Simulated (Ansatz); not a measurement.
Saddle point of AlPNH7, singlet (AlNH₄ ([NH2][AlH2]) + PH₃ → AlPH₄ ([AlH2][PH2]) + NH₃ (still joined by a long Al–N bond); bonds formed: N2–H5; dative contacts that become bonds: Al1–P6; bonds broken: H5–P6; bonds weakened to dative contacts: Al1–N2), PBE0-D4/def2-TZVP structure:

```
10
angstrom
Al -0.5598 -0.0607 -1.0914
N 0.5100 1.2911 -0.2702
H 0.2124 -0.8402 -2.2404
H -2.1044 0.3106 -1.1170
H 0.5738 0.3119 0.8662
P -0.0570 -1.1649 1.0753
H 0.0714 2.1675 -0.0139
H 1.4169 1.5020 -0.6693
H 0.8680 -2.2018 1.2936
H -0.9313 -1.3155 2.1671
```

Energies are electronic, without zero-point energy. Barriers and step energies count from the start structure reached by relaxing down the imaginary mode; all methods use the PBE0-D4 structures, on which another method's saddle can fall below an end. Program: Ansatz 0.2.0. Basis: def2-TZVPP, with def2-QZVPP for the basis limit. Cores are frozen in the correlated methods. B3LYP uses VWN-RPA correlation. Extrapolation: Hartree–Fock as exp(−7.88 √X), correlation as X^−2.97.

```json
{"method": "SPW92", "barrier (kcal/mol)": "?", "step energy (kcal/mol)": "-10.76"}
{"method": "PBE-D4", "barrier (kcal/mol)": "17.53", "step energy (kcal/mol)": "-9.75"}
{"method": "BLYP-D4", "barrier (kcal/mol)": "21.22", "step energy (kcal/mol)": "-6.54"}
{"method": "r2SCAN-D4", "barrier (kcal/mol)": "20.19", "step energy (kcal/mol)": "-9.38"}
{"method": "B97M-V", "barrier (kcal/mol)": "22.47", "step energy (kcal/mol)": "-10.66"}
{"method": "PBE0-D4", "barrier (kcal/mol)": "20.56", "step energy (kcal/mol)": "-10.40"}
{"method": "B3LYP-D4", "barrier (kcal/mol)": "?", "step energy (kcal/mol)": "-7.31"}
{"method": "r2SCAN0-D4", "barrier (kcal/mol)": "22.37", "step energy (kcal/mol)": "-9.87"}
{"method": "BHLYP-D4", "barrier (kcal/mol)": "27.28", "step energy (kcal/mol)": "-7.60"}
{"method": "CAM-B3LYP-D4", "barrier (kcal/mol)": "24.80", "step energy (kcal/mol)": "-7.19"}
{"method": "wB97X-V", "barrier (kcal/mol)": "?", "step energy (kcal/mol)": "-8.56"}
{"method": "wB97M-V", "barrier (kcal/mol)": "24.76", "step energy (kcal/mol)": "-8.91"}
{"method": "B2PLYP", "barrier (kcal/mol)": "24.38", "step energy (kcal/mol)": "-7.82"}
{"method": "PBE-QIDH", "barrier (kcal/mol)": "23.22", "step energy (kcal/mol)": "-10.18"}
{"method": "RPA on PBE", "barrier (kcal/mol)": "24.74", "step energy (kcal/mol)": "-9.08"}
{"method": "HF", "barrier (kcal/mol)": "35.63", "step energy (kcal/mol)": "-6.99"}
{"method": "MP2", "barrier (kcal/mol)": "23.99", "step energy (kcal/mol)": "-8.90"}
{"method": "CCSD", "barrier (kcal/mol)": "26.87", "step energy (kcal/mol)": "-9.16"}
{"method": "CCSD(T)", "barrier (kcal/mol)": "24.78", "step energy (kcal/mol)": "-9.53"}
```

(1) Fill in the withheld barriers. (To be estimated.)

No T1 diagnostic of these runs exceeds 0.013.

Results:

(1) The calculation gives: wB97X-V 24.78; B3LYP-D4 23.41; SPW92 13.16 kcal/mol. Each is the energy of the saddle less that of the start structure, by the same method.

For comparison, the barrier by CCSD(T) at an estimated basis limit (MP2 extrapolated from triple and quadruple zeta, plus CCSD(T) − MP2 in triple zeta) is 24.68 kcal/mol.

Labels in which every atom is bracketed show which atoms are joined, not bond orders.

For scale, one of the runs: CCSD(T)/def2-TZVPP, 213 basis functions, launched by `ansatz run in.yaml --threads 2 --pin off --events-out ev --progress --plain --max-ram 4352MiB`. Hardware: 2 CPU threads, shared host. Wall time 23 s; peak host memory 2.9 GiB.
